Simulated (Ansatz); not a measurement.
**C₂H₅ClO₂: one species, many methods**

How much do the methods differ for C₂H₅ClO₂? The plan is to run it at one geometry with functionals of several rungs and with coupled cluster, and see how far each lands from CCSD(T) at the basis-set limit for the atomisation energy.

Computed with Ansatz 0.2.0, Gaussian basis. Level: functionals in def2-TZVPP, the program's frozen cores in correlated methods.

The runs, in order: LDA (SPW92), PBE-D4, revPBE-D4, BLYP-D4, r2SCAN-D4, B97M-V, PBE0-D4, B3LYP-D4, r2SCANh-D4, r2SCAN0-D4, HSE06-D4, BHLYP-D4, CAM-B3LYP-D4, LC-ωPBE, ωB97X-V, ωB97M-V, B2PLYP, PBE-QIDH; CCSD(T)/def2-SVP; CCSD(T)/def2-TZVPP; MP2/def2-QZVPP; extrapolation to the limit; RPA on PBE.

### 1 Structure used throughout

The geometry comes from an earlier relaxation with PBE0-D4 in a triple-zeta def2 set; it is a stationary point, not always the lowest conformer.

SMILES `COC(O)Cl`, 10 atoms, charge 0, spin multiplicity 1.

Atoms are counted from 1 here; the program's logs count them from 0.

Bond lengths: C1–O2 1.417 Å, C1–H6 1.096 Å, C1–H7 1.094 Å, C1–H8 1.088 Å, O2–C3 1.376 Å, C3–O4 1.369 Å, C3–Cl5 1.796 Å, C3–H9 1.094 Å, O4–H10 0.965 Å. Angles: O2–C1–H6 110.9°, O2–C1–H7 111.5°, O2–C1–H8 106.5°, H6–C1–H7 109.2°, H6–C1–H8 109.2°, H7–C1–H8 109.6°, C1–O2–C3 112.7°, O2–C3–O4 113.8°, O2–C3–Cl5 105.7°, O2–C3–H9 112.4°, O4–C3–Cl5 111.4°, O4–C3–H9 106.8°, Cl5–C3–H9 106.7°, C3–O4–H10 108.0°.

### 2 LDA

This LDA is Slater exchange with PW92 correlation.

in.yaml reads:

```yaml
crystal:
  periodic: [false, false, false]
  atoms:
    - {symbol: C, position_ang: [-0.593228, -1.081865, 0.627555]}
    - {symbol: O, position_ang: [-0.507397, -0.313418, -0.559459]}
    - {symbol: C, position_ang: [0.149737, 0.880496, -0.371795]}
    - {symbol: O, position_ang: [1.498976, 0.744204, -0.181781]}
    - {symbol: Cl, position_ang: [-0.209269, 1.865853, -1.830139]}
    - {symbol: H, position_ang: [-1.140973, -0.537689, 1.406092]}
    - {symbol: H, position_ang: [0.397756, -1.348215, 1.005475]}
    - {symbol: H, position_ang: [-1.141452, -1.986276, 0.370482]}
    - {symbol: H, position_ang: [-0.235331, 1.438174, 0.486425]}
    - {symbol: H, position_ang: [1.864281, 0.287735, -0.949756]}
basis:
  gaussian: {orbitals: def2-TZVPP}
hamiltonian: {xc: lda}
output: {orbitals: {seedname: orbitals}}
```

After this run come: PBE-D4 (GGA); revPBE-D4 (GGA); BLYP-D4 (GGA); r2SCAN-D4 (meta-GGA); B97M-V (meta-GGA); PBE0-D4 (hybrid); B3LYP-D4 (hybrid); r2SCANh-D4 (hybrid); r2SCAN0-D4 (hybrid); HSE06-D4 (hybrid); BHLYP-D4 (hybrid); CAM-B3LYP-D4 (range-separated); LC-ωPBE (range-separated); ωB97X-V (range-separated); ωB97M-V (range-separated); B2PLYP (double hybrid); PBE-QIDH (double hybrid); CCSD(T) in def2-SVP; CCSD(T) in def2-TZVPP; MP2 in def2-QZVPP; RPA on PBE orbitals.

Q: Predict the results of all the runs planned. Wanted: atomisation energy, CCSD(T)/CBS; farthest beyond LDA; mean size of error, GGA; mean size of error, meta-GGA; mean size of error, hybrid; mean size of error, range-separated; mean size of error, double hybrid; gap, smallest and largest; T1 diagnostic.

**Answer**, as computed:

| quantity | value |
| --- | --- |
| atomisation energy, CCSD(T)/CBS | 888.1 kcal/mol |
| functionals within 4.4 kcal/mol (0.5 %) | revPBE-D4, BLYP-D4, r2SCAN-D4, B97M-V, PBE0-D4, HSE06-D4, CAM-B3LYP-D4, LC-ωPBE, ωB97X-V, ωB97M-V |
| farthest beyond LDA | BHLYP-D4 (-40.6 kcal/mol) |
| mean size of error, GGA | 9.4 kcal/mol |
| mean size of error, meta-GGA | 2.1 kcal/mol |
| mean size of error, hybrid | 12.2 kcal/mol |
| mean size of error, range-separated | 2.1 kcal/mol |
| mean size of error, double hybrid | 9.9 kcal/mol |
| gap, smallest and largest | 6.29 eV (LDA (SPW92)), 14.26 eV (LC-ωPBE) |
| T1 diagnostic | 0.0110 |
| triples share of the correlation energy | 3.8 % |

**Reading.** The LDA atomisation energy is off by 157.5 kcal/mol (18 %): it overbinds. PBE-D4 misses by +26.8 kcal/mol. Double hybrids carry the basis error of their MP2 part in triple zeta, and no dispersion term here, so their miss is partly the set-up's. The rungs meta-GGA, range-separated miss on average by less than the doubt on the reference (4.4 kcal/mol), so they tie. The reference freezes the cores and leaves out relativity and excitations past (T), so misses under about 4.4 kcal/mol can't be ranked. Hartree-Fock recovers 69 % of the binding; the rest is correlation. CCSD(T) in def2-SVP is off by -50.8 kcal/mol, worse than the median functional, from the basis alone. The gap grows from 6.3 to 14.3 eV across the functionals, mostly with the share of exact exchange.
